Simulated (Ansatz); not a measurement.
This geometry of C2H6O + Cl (10 atoms, charge 0, multiplicity 2) is a first-order saddle point.

Theory: UKS revPBE-D4/def2-SVP in Ansatz 0.2.0.

```xyz
10
Properties=species:S:1:pos:R:3
H 0.605 0.182 -1.253
C 0.675 -0.784 -0.649
O -0.500 -0.921 0.103
C -0.736 0.161 0.963
Cl 0.000 2.275 -1.336
H 0.763 -1.654 -1.326
H 1.583 -0.678 -0.010
H -0.793 1.111 0.334
H 0.098 0.321 1.686
H -1.694 -0.012 1.489
```

(1) Which two structures does it join? (They come from a converged band through this point; their orientation in space is the band's.)

(2) How far does it lie above each of them?

Answers

(1) No bond is made or broken.  The two ends are copies of one structure, up to a mirror image or an exchange of like atoms.

First end point:

```xyz
10
Properties=species:S:1:pos:R:3
H 0.847 0.030 -1.250
C 0.754 -0.890 -0.630
O -0.509 -0.879 0.039
C -0.703 0.202 0.858
Cl -0.470 2.474 -0.936
H 0.777 -1.791 -1.269
H 1.594 -0.919 0.100
H -0.765 1.220 0.170
H 0.149 0.436 1.538
H -1.676 0.116 1.379
```

Last end point:

```xyz
10
Properties=species:S:1:pos:R:3
H 0.550 0.348 -1.299
C 0.632 -0.686 -0.635
O -0.534 -0.858 0.064
C -0.768 0.124 1.074
Cl 0.322 1.943 -1.826
H 0.768 -1.513 -1.358
H 1.531 -0.486 -0.008
H -0.806 1.132 0.602
H 0.042 0.114 1.838
H -1.737 -0.119 1.547
```

(2) 0.081 eV above the first and 0.081 eV above the second. This is the barrier of this one path; another mechanism may lie lower.

The run took 91 s on 2 threads of Intel(R) Xeon(R) Platinum 8488C (Sapphire Rapids), on a shared host, peak memory 0.18 GiB.
